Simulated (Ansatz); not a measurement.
Basis-set extrapolation for C2HF (`C#CF`) (PBE0-D4/def2-TZVP geometry, frozen core, Ansatz 0.2.0). Multiplicity 1, RHF reference.

```json
{"": "HF", "cc-pV(T+d)Z": "-175.713448", "cc-pV(Q+d)Z": "-175.726676"}
{"": "MP2 correlation", "cc-pV(T+d)Z": "-0.549723", "cc-pV(Q+d)Z": "-0.591944"}
{"": "CCSD(T) correlation", "cc-pV(T+d)Z": "-0.580551", "cc-pV(Q+d)Z": "-0.620232"}
```

Energies in hartree. Use E(X) = E(∞) + A·exp(−5.46·√X) for Hartree–Fock and E(X) = E(∞) + B·X^(−3.05) for correlation, with X = 3 and 4.

What is the CCSD(T) energy at the basis-set limit?

HF limit: -175.726676 + (-0.013228) × 0.30130 = -175.73066. Correlation limit: -0.620232 + (-0.039681) × 0.71189 = -0.64848. Total: -176.37914 hartree, 223.5 kJ/mol below CCSD(T)/cc-pV(T+d)Z.
